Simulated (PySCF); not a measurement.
Hydroxide, HO (charge -1).
SMILES: `[OH-]`

Method: PySCF, PBE0-D3(BJ)/def2-SVP geometry optimisation, gas phase.

Masses are those of the commonest isotopes; rigid-rotor values at the optimised geometry. 

(1) What are the moment of inertia and the rotational constant?

(2) List the first levels of a rigid rotor in a Σ state.

(3) Where do the first rotational lines fall?

(4) Estimate the classical rotational partition function at 298.15 K.

Answers

(1) I = 0.912 u·Å², B = 505379 MHz·u·Å²/I = 554192 MHz (18.4859 cm⁻¹, or 26.597 K as hB/k). For two atoms I = μr² with μ = 0.9481 u and r = 0.9807 Å.

(2) E(J) = BJ(J+1): J = 1: 36.972, J = 2: 110.915, J = 3: 221.830, J = 4: 369.717, J = 5: 554.576, J = 6: 776.406 cm⁻¹.

(3) The dipole is 0.93 D (about the centre of mass, as the species is charged); J+1 ← J lies at 2B(J+1): 1 ← 0 at 1108.38 GHz, 2 ← 1 at 2216.77 GHz, 3 ← 2 at 3325.15 GHz, 4 ← 3 at 4433.54 GHz, 5 ← 4 at 5541.92 GHz, 6 ← 5 at 6650.31 GHz.

(4) Point group C∞v, symmetry number σ = 1; q = kT/(σhB), k/h = 20836.6 MHz/K: 11.2 at 298.15 K.

Whether it is a minimum is left open (no frequencies). These are rigid-rotor constants of the computed structure; measured ground-state constants (B0) also hold zero-point vibration.

On one thread of an Intel Xeon Platinum 8375C at 2.90 GHz (shared host), this took 1.1 s wall and 0.21 GiB of memory at its peak. These figures are those of the optimisation.
